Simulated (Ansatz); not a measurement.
Results of PBE-D3(BJ) (Ansatz, an electronic-structure program, PAW) for 1T (CdI2-type) TiTe₂.

Numerical settings: plane-wave cutoff 520 eV, 18×18×10 k mesh (along the axes of the cell as run), Fermi–Dirac smearing 0.05 eV, no spin polarisation, scalar-relativistic PAW data made under PBE.

Energies at three volumes about the minimum:

```csv
V (Å³/atom),E − E_lowest (meV/atom)
24.688,1.36
25.191,0.00
25.695,1.21
```

**Question.** Fit a parabola by hand: where is the minimum, and what is the bulk modulus?

**Answer.** Slopes: (0.00 − 1.36)/(25.191 − 24.688) = -2.704 and (1.21 − 0.00)/(25.695 − 25.191) = 2.401 meV/Å³. Curvature E″ = 2 × (2.401 − (-2.704))/(25.695 − 24.688) = 10.139 meV/Å⁶. From the middle of the first interval, the slope vanishes at V0 = 24.9395 − (-2.704)/10.139 = 25.206 Å³/atom. B = V0 E″ = 25.206 × 10.139 meV/Å³ × 0.1602 GPa per meV/Å³ = 40.9 GPa. The full Birch–Murnaghan fit to all volumes gives V0 = 25.192 Å³/atom and B0 = 40.6 GPa.

Shape and atoms are relaxed at each volume.

Note: the volume lies 6 % below that of the published cell; the bulk modulus comes from volumes at which shape and atoms were relaxed.
